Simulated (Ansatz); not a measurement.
Process, species as SMILES: C=O (CH2-O) → CH2O+ (doublet, bonded as C=O) + e-
B3LYP-D3(BJ)/def2-TZVP geometries, fixed; electronic energies without zero-point terms.

Basis-set convergence of the adiabatic ionisation energy at B2PLYP with Ansatz (a first-principles code). Cartesian d functions, on some or all atoms, in 6-31G*, 6-31+G*; all else is spherical. Cores are frozen. Open shells are unrestricted. No added dispersion term, no relativity. Functions are those of the species that has most. Reference: the value in aug-pcseg-3, 10.906 eV, itself unsure by roughly 0.003 eV (its mean distance from aug-cc-pVQZ, cc-pV5Z, def2-QZVPPD). Deviations are taken from unrounded values.

```
basis        functions  adiabatic ionisation energy (eV)
-----------  ---------  --------------------------------
6-31G*              34                            10.646
6-31+G*             42                            10.828
cc-pVDZ             38                            10.589
aug-cc-pVDZ         64                            10.828
def2-SVP            38                            10.702
def2-SVPD           59                            10.898
pcseg-1             38                            10.781
aug-pcseg-1         64                            10.845
6-311G**            48                            10.710
6-311+G**           56                            10.836
def2-TZVP           74                            10.845
def2-TZVPD          95                            10.872
cc-pVTZ             88                            10.819
aug-cc-pVTZ        138                            10.892
pcseg-2             88                            10.876
aug-pcseg-2        138                            10.894
def2-TZVPP          90                            10.855
def2-TZVPPD        111                            10.879
cc-pVQZ            170                            10.884
aug-cc-pVQZ        252                            10.909
def2-QZVPP         174                            10.896
def2-QZVPPD        195                            10.901
pcseg-3            186                            10.903
aug-pcseg-3        268                            10.906
```

What the diffuse functions change, pair by pair:
- 6-31G* to 6-31+G*: 8 more functions, deviation -0.260 to -0.078 eV
- cc-pVDZ to aug-cc-pVDZ: 26 more functions, deviation -0.317 to -0.077 eV
- def2-SVP to def2-SVPD: 21 more functions, deviation -0.203 to -0.008 eV
- pcseg-1 to aug-pcseg-1: 26 more functions, deviation -0.124 to -0.061 eV
- 6-311G** to 6-311+G**: 8 more functions, deviation -0.196 to -0.070 eV
- def2-TZVP to def2-TZVPD: 21 more functions, deviation -0.061 to -0.033 eV
- cc-pVTZ to aug-cc-pVTZ: 50 more functions, deviation -0.087 to -0.014 eV
- pcseg-2 to aug-pcseg-2: 50 more functions, deviation -0.030 to -0.012 eV
- def2-TZVPP to def2-TZVPPD: 21 more functions, deviation -0.051 to -0.027 eV
- cc-pVQZ to aug-cc-pVQZ: 82 more functions, deviation -0.022 to 0.003 eV
- def2-QZVPP to def2-QZVPPD: 21 more functions, deviation -0.009 to -0.004 eV
- pcseg-3 to aug-pcseg-3: 82 more functions, deviation -0.002 to 0.000 eV

Leaving out the reference's own pair, they bring the value nearer the reference by more than 0.003 eV in 11 of 11 pairs.
